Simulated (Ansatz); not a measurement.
Corundum Cr₂O₃, treated with HSE06 (PAW; Ansatz, a quantum-chemistry and plane-wave program).

Run with plane-wave cutoff 460 eV, 6×6×6 k mesh, Fermi–Dirac smearing 0.01 eV, spin-polarised with opposed moments, scalar-relativistic PAW data made under PBE.

Computed at the level's own relaxed cell.

Estimate the band gap, smallest direct gap on the k points sampled, Γ–Γ gap and magnetic moment (largest site, within a sphere) that the calculation returns.


* **band gap**: 4.56 eV (indirect)
* **smallest direct gap on the k points sampled**: 4.59 eV
* **Γ–Γ gap**: 4.96 eV
* **magnetic moment (largest site, within a sphere)**: 2.42 μB

Measured, for comparison: band gap 3.3 ± 0.1 eV (temperature not stated, not corrected to a static lattice, middle of the range; as tabulated in Medasani et al. (2019), arXiv:1904.04625). Computed (rounded) less measured: band gap +1.26 eV.

Moments are spin moments.

The computed numbers hold no vibrational or temperature effects.
